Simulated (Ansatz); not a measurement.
Molecular dynamics, step by step

BNH$_{5}$O (SMILES [NH3+]BO) (charge +1), singlet, PBE-D4/def2-SVP (Ansatz 0.2.0). Settings (timestep in fs, temperature in K, friction in 1/fs; T counts 24 degrees of freedom, while the starting velocities carry no drift of the centre of mass, so T starts below the set value):

```yaml
hamiltonian: {xc: pbe, dispersion: d4}
md: {n_steps: 30, timestep: 1.0, temperature: 300, ensemble: nvt_langevin, seed: 417, friction: 0.05, initial_velocities: maxwell_boltzmann}
```

Start (the SMILES describes the start alone):

| atom | x (Å) | y (Å) | z (Å) |
| --- | --- | --- | --- |
| N1 | -0.5015 | 0.7371 | -0.3800 |
| B2 | 0.5168 | -0.2213 | 0.3100 |
| O3 | 0.1170 | -1.4491 | 0.2923 |
| H4 | -1.3149 | 0.1996 | -0.7015 |
| H5 | -0.0768 | 1.2028 | -1.1883 |
| H6 | -0.8226 | 1.4683 | 0.2621 |
| H7 | 1.4883 | 0.2597 | 0.7457 |
| H8 | 0.5937 | -2.1973 | 0.6597 |

```
step  time (fs)  potential energy less the start (meV)  kinetic energy (meV)  T (K)
   0       0.00                                    0.0                 271.4    262
   2       2.00                                   51.3                 183.3    177
   4       4.00                                   67.7                 172.4    167
   6       6.00                                   51.2                 187.6    181
   8       8.00                                   65.7                 186.1    180
  10      10.00                                   53.7                 242.1    234
  12      12.00                                   58.7                 273.1    264
  14      14.00                                   69.8                 182.8    177
  16      16.00                                   80.6                 239.0    231
  18      18.00                                   63.9                 365.9    354
  20      20.00                                   90.6                 306.3    296
  22      22.00                                  124.4                 367.4    355
  24      24.00                                  138.8                 363.8    352
  26      26.00                                  161.8                 387.2    374
  28      28.00                                  217.7                 344.2    333
  30      30.00                                  172.3                 265.7    257
```

Step 2, positions (Å) and forces (eV/Å):

| atom | x | y | z | Fx | Fy | Fz |
| --- | --- | --- | --- | --- | --- | --- |
| N1 | -0.506 | 0.748 | -0.376 | 0.034 | -0.510 | 1.448 |
| B2 | 0.517 | -0.225 | 0.307 | 0.815 | 1.279 | 0.115 |
| O3 | 0.116 | -1.453 | 0.289 | -0.050 | -2.618 | 0.388 |
| H4 | -1.293 | 0.209 | -0.708 | -1.016 | -0.584 | -0.410 |
| H5 | -0.091 | 1.192 | -1.181 | 0.470 | 0.958 | -0.752 |
| H6 | -0.874 | 1.434 | 0.318 | 0.248 | 0.182 | -0.395 |
| H7 | 1.522 | 0.288 | 0.725 | 0.065 | -0.055 | 0.081 |
| H8 | 0.637 | -2.234 | 0.668 | -0.565 | 1.349 | -0.474 |

Step 12, positions (Å) and forces (eV/Å):

| atom | x | y | z | Fx | Fy | Fz |
| --- | --- | --- | --- | --- | --- | --- |
| N1 | -0.508 | 0.724 | -0.353 | -1.256 | -0.452 | -0.099 |
| B2 | 0.514 | -0.233 | 0.292 | 0.665 | 0.450 | -0.413 |
| O3 | 0.104 | -1.490 | 0.237 | 0.837 | -0.589 | 0.266 |
| H4 | -1.248 | 0.106 | -0.754 | -0.159 | 0.426 | -0.039 |
| H5 | -0.153 | 1.331 | -1.101 | 0.472 | 0.053 | -0.422 |
| H6 | -0.951 | 1.392 | 0.297 | -0.148 | -0.019 | 0.354 |
| H7 | 1.527 | 0.353 | 0.575 | 0.243 | -0.483 | 0.396 |
| H8 | 0.770 | -2.193 | 0.490 | -0.654 | 0.614 | -0.043 |

Step 18, positions (Å) and forces (eV/Å):

| atom | x | y | z | Fx | Fy | Fz |
| --- | --- | --- | --- | --- | --- | --- |
| N1 | -0.523 | 0.679 | -0.350 | -0.566 | 1.658 | -0.515 |
| B2 | 0.546 | -0.238 | 0.243 | -0.201 | -0.638 | -0.053 |
| O3 | 0.119 | -1.507 | 0.228 | 0.989 | 0.457 | -0.107 |
| H4 | -1.347 | 0.164 | -0.717 | 0.097 | 0.013 | -0.191 |
| H5 | -0.197 | 1.407 | -1.044 | 0.073 | -0.975 | -0.039 |
| H6 | -0.891 | 1.350 | 0.345 | -0.224 | -0.133 | 0.667 |
| H7 | 1.557 | 0.279 | 0.637 | 0.150 | -0.142 | 0.002 |
| H8 | 0.856 | -2.121 | 0.444 | -0.318 | -0.238 | 0.237 |

Last step (30):

N1  (-0.587, 0.648, -0.375)
B2  (0.559, -0.325, 0.152)
O3  (0.213, -1.544, 0.222)
H4  (-1.411, 0.212, -0.823)
H5  (-0.245, 1.351, -1.074)
H6  (-0.824, 1.098, 0.524)
H7  (1.514, 0.144, 0.658)
H8  (0.869, -2.184, 0.570)
(Å)

Hardware: 2 CPU threads of an Arm Neoverse V2, shared host. Wall time about 18 s.
